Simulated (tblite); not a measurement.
Isomers of C3H3N. Computed values, GFN2-xTB/tblite, gas phase, harmonic and unscaled. Errors from tens to a few hundred cm⁻¹ against measured bands are possible. One conformer each.

Electronic energies: GFN2-xTB at the same geometries; isomer energies are rough at this level and their order can be wrong.

| SMILES | electronic energy, lowest = 0 (kJ/mol) |
| --- | --- |
| [H]/N=C/C#C | 100.9 |
| C=CC#N | 0.0 |
| [H]/N=C\C#C | 92.9 |

Task: How do GFN2-xTB zero-point energies change the relative energies?

Result: 
| SMILES | ZPE (kJ/mol) | of it from modes above 1550 cm⁻¹ | electronic (kJ/mol) | with ZPE, lowest = 0 (kJ/mol) | lowest mode (cm⁻¹) | rings |
| --- | --- | --- | --- | --- | --- | --- |
| C=CC#N | 129.3 | 79.7 | 0.0 | 0.0 | 218 | 0 |
| [H]/N=C\C#C | 126.8 | 81.4 | 92.9 | 90.4 | 179 | 0 |
| [H]/N=C/C#C | 126.0 | 80.6 | 100.9 | 97.5 | 196 | 0 |

The zero-point energies span 3.3 kJ/mol, from `[H]/N=C/C#C` to `C=CC#N`. The order is unchanged.

Task: What do entropy and thermal enthalpy add at 298.15 K and 1 bar (rigid rotor, harmonic oscillator, one conformer each)?

Result: 
```
     SMILES  point group  symmetry number  S (J/(mol K))  H − H(0) (kJ/mol)  ZPE + H − H(0) − TS (kJ/mol)
     C=CC#N           Cs                1          274.6              13.68                          61.1
[H]/N=C\C#C           Cs                1          279.1              14.41                          58.0
[H]/N=C/C#C           Cs                1          277.8              14.34                          57.5
```
